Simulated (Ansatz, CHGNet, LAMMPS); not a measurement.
# Rock-salt MgO, elastic constant C12

Reference value: 95 GPa (measured, temperature not stated, no zero-point or thermal correction; as tabulated in Råsander and Moram (2015), arXiv:1505.02379).

| level (code) | value (GPa) | cell (Å³/atom) | difference (%) |
|---|---|---|---|
| ionic model lewis1985c (shell model, LAMMPS) | 164 | 9.25 | +73 |
| CHGNet-r²SCAN | 103 | 9.28 | +8.4 |
| LDA (Ansatz) | 95.7 | 9.00 | +0.7 |
| BLYP (Ansatz) | 93.2 | 9.76 | -1.9 |
| PBE (Ansatz) | 90.0 | 9.62 | -5.3 |
| PBEsol (Ansatz) | 89.8 | 9.36 | -5.5 |
| revPBE (Ansatz) | 86.9 | 9.86 | -8.5 |
| PBE-D3(BJ) (Ansatz) | 87.9 | 9.31 | -7.5 |
| r²SCAN (Ansatz) | 94.6 | 9.29 | -0.4 |
| r²SCAN+rVV10 (Ansatz) | 94.2 | 9.23 | -0.8 |
| HSE06 (Ansatz) | 97.7 | 9.27 | +2.8 |
| PBE0 (Ansatz) | 97.4 | 9.28 | +2.5 |

The reference's temperature isn't stated, so close values are not ranked against it. Off by more than 25 %, or 35 % on the side where a correction would as a rule narrow the miss (bounds picked here): ionic model lewis1985c (+73 %).

The measured value isn't corrected to a static lattice, so vibrations enter the comparison.  PBE-D3(BJ): the dispersion coefficients are held fixed in the derivatives. Each level is taken at its own relaxed cell. Cutoffs differ between the levels. Ansatz's density-functional and Hartree–Fock values are scalar-relativistic unless marked +SOC, with PAW data made under PBE.

Empirical potentials (ionic model lewis1985c) are fitted to chosen data: where that held the value shown, agreement is built in, and what lay outside the fit can be far off. Machine-learned potentials (CHGNet-r²SCAN) are trained on DFT data: a solid inside that data is no test of them.

Differences are worked out from the printed values.

Ansatz is a quantum-chemistry and plane-wave program.
